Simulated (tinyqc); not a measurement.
Inside a calculation. Method: MP2 on RHF in the sto-3g basis, for LiH, spin multiplicity 1. One step of it, computed by the program tinyqc.

Problem. Iteration 1: building the Fock matrix. J_ij = sum D_kl (ij|kl), K_ij = sum D_kl (ik|jl); F = H + J - 0.5 K; E = tr D H + tr D J / 2 - 0.25 tr D K + E_nn.

D at the start:
```
            1Li 1s    1Li 2s   1Li 2px   1Li 2py    1Li 2pz      2H 1s
1Li 1s    1.977049  0.030480  0.000000  0.000000  -0.088724  -0.140776
1Li 2s    0.030480  0.150149  0.000000  0.000000   0.234563   0.336876
1Li 2px   0.000000  0.000000  0.000000  0.000000   0.000000   0.000000
1Li 2py   0.000000  0.000000  0.000000  0.000000   0.000000   0.000000
1Li 2pz  -0.088724  0.234563  0.000000  0.000000   0.375867   0.540739
2H 1s    -0.140776  0.336876  0.000000  0.000000   0.540739   0.778019
```

core Hamiltonian H = T + V (hartree):
```
            1Li 1s     1Li 2s    1Li 2px    1Li 2py    1Li 2pz      2H 1s
1Li 1s   -4.689836  -1.053001   0.000000   0.000000  -0.011854  -0.168287
1Li 2s   -1.053001  -1.367737   0.000000   0.000000  -0.106844  -0.541561
1Li 2px   0.000000   0.000000  -1.112455   0.000000   0.000000   0.000000
1Li 2py   0.000000   0.000000   0.000000  -1.112455   0.000000   0.000000
1Li 2pz  -0.011854  -0.106844   0.000000   0.000000  -1.196949  -0.701590
2H 1s    -0.168287  -0.541561   0.000000   0.000000  -0.701590  -1.317167
```

Two-electron integrals (ij|kl) in chemists' order, unique and non-zero (hartree):
```
(11|11) 1.680395   (21|11) 0.265420   (21|21) 0.049941   (22|11) 0.397727
(22|21) 0.092860   (22|22) 0.290562   (31|31) 0.008981   (32|31) 0.013788
(32|32) 0.064184   (33|11) 0.396640   (33|21) 0.092880   (33|22) 0.290497
(33|33) 0.312946   (41|41) 0.008981   (42|41) 0.013788   (42|42) 0.064184
(43|43) 0.016869   (44|11) 0.396640   (44|21) 0.092880   (44|22) 0.290497
(44|33) 0.279207   (44|44) 0.312946   (51|51) 0.008981   (52|51) 0.013788
(52|52) 0.064184   (53|53) 0.016869   (54|54) 0.016869   (55|11) 0.396640
(55|21) 0.092880   (55|22) 0.290497   (55|33) 0.279207   (55|44) 0.279207
(55|55) 0.312946   (61|11) 0.039760   (61|21) 0.007531   (61|22) 0.014314
(61|33) 0.014147   (61|44) 0.014147   (61|51) 0.000914   (61|52) 0.001784
(61|55) 0.014653   (61|61) 0.001246   (62|11) 0.112959   (62|21) 0.026785
(62|22) 0.091164   (62|33) 0.086178   (62|44) 0.086178   (62|51) 0.004277
(62|52) 0.027916   (62|55) 0.101048   (62|61) 0.004855   (62|62) 0.050628
(63|31) 0.001926   (63|32) 0.009504   (63|53) 0.004078   (63|63) 0.003223
(64|41) 0.001926   (64|42) 0.009504   (64|54) 0.004078   (64|64) 0.003223
(65|11) 0.145972   (65|21) 0.034918   (65|22) 0.122887   (65|33) 0.114459
(65|44) 0.114459   (65|51) 0.006601   (65|52) 0.042884   (65|55) 0.139618
(65|61) 0.006531   (65|62) 0.074121   (65|65) 0.109637   (66|11) 0.283412
(66|21) 0.068227   (66|22) 0.256470   (66|33) 0.234030   (66|44) 0.234030
(66|51) 0.011596   (66|52) 0.096015   (66|55) 0.301195   (66|61) 0.012728
(66|62) 0.181624   (66|65) 0.275013   (66|66) 0.774606
```

nuclear repulsion = 0.85122340 hartree

Give: Coulomb J; exchange K; Fock matrix F; total energy of this density.

Solution.

Coulomb J (hartree):
```
         1Li 1s  1Li 2s  1Li 2px  1Li 2py  1Li 2pz   2H 1s
1Li 1s   3.9905  0.6834   0.0000   0.0000   0.0237  0.1073
1Li 2s   0.6834  1.3346   0.0000   0.0000   0.1670  0.5432
1Li 2px  0.0000  0.0000   1.2983   0.0000   0.0000  0.0000
1Li 2py  0.0000  0.0000   0.0000   1.2983   0.0000  0.0000
1Li 2pz  0.0237  0.1670   0.0000   0.0000   1.4004  0.7612
2H 1s    0.1073  0.5432   0.0000   0.0000   0.7612  1.7780
```

exchange K (hartree):
```
          1Li 1s  1Li 2s  1Li 2px  1Li 2py  1Li 2pz   2H 1s
1Li 1s    3.3451  0.5615   0.0000   0.0000  -0.0027  0.0892
1Li 2s    0.5615  0.2956   0.0000   0.0000   0.2545  0.4045
1Li 2px   0.0000  0.0000   0.0474   0.0000   0.0000  0.0000
1Li 2py   0.0000  0.0000   0.0000   0.0474   0.0000  0.0000
1Li 2pz  -0.0027  0.2545   0.0000   0.0000   0.4092  0.5814
2H 1s     0.0892  0.4045   0.0000   0.0000   0.5814  1.1040
```

Fock matrix F (hartree):
```
          1Li 1s   1Li 2s  1Li 2px  1Li 2py  1Li 2pz    2H 1s
1Li 1s   -2.3719  -0.6503   0.0000   0.0000   0.0132  -0.1056
1Li 2s   -0.6503  -0.1809   0.0000   0.0000  -0.0671  -0.2007
1Li 2px   0.0000   0.0000   0.1622   0.0000   0.0000   0.0000
1Li 2py   0.0000   0.0000   0.0000   0.1622   0.0000   0.0000
1Li 2pz   0.0132  -0.0671   0.0000   0.0000  -0.0012  -0.2311
2H 1s    -0.1056  -0.2007   0.0000   0.0000  -0.2311  -0.0911
```

total energy of this density = -7.827388 hartree
